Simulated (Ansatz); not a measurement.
# Worked example: AlH$_{2}$, doublet against AlH$_{2}$⁻, singlet

Geometry (PBE0/def2-TZVPD stationary point of a singlet), kept for both states (AlH2⁻, singlet: A1; AlH2, doublet: A1):

```xyz
3

Al    0.0000   -0.0810    0.0000
H     0.0000    1.0848   -1.2329
H     0.0000    1.0848    1.2329
```

Basis aug-cc-pVDZ; Ansatz 0.2.0. Only valence electrons are correlated (noble-gas cores frozen). Prefix R: restricted or restricted open-shell reference.

Full CI is exact within this basis and frozen core; it isn't the basis-set limit.

The highest occupied Kohn–Sham level of the anion is positive, up to +1.08 eV, so in those functionals the extra electron is held by the basis alone, which enters their differences from the reference.

```csv
level,"E(AlH2⁻, singlet) (hartree)","E(AlH2, doublet) (hartree)"
RCCSD(T),-243.142439,-243.093996
PBE,-243.447846,-243.399536
B3LYP,-243.620865,-243.569347
full CI,-243.143370,-243.094642
```

Question: Give the vertical gap, AlH2 doublet less AlH2⁻ singlet, at each level in eV (1 hartree = 27.2114 eV), and each error against full CI.

Answer: full CI: (-243.094642 − (-243.143370)) × 27.2114 = 1.326 eV (the reference)
B3LYP: (-243.569347 − (-243.620865)) × 27.2114 = 1.402 eV, error 0.076 eV
PBE: (-243.399536 − (-243.447846)) × 27.2114 = 1.315 eV, error -0.011 eV
RCCSD(T): (-243.093996 − (-243.142439)) × 27.2114 = 1.318 eV, error -0.008 eV

Total energies of functionals can't be set beside those of wave-function methods, since they hold the core's correlation and their own absolute errors; only the differences compare.

In so small a basis the reference is far from its limit while semilocal and hybrid functionals are nearer theirs, so the functionals' errors here hold much of the reference's basis and frozen-core error, which can add to them or hide them.

Each level lands on the state that its own search finds. T1 diagnostics of restricted CCSD: 0.017 and 0.025.
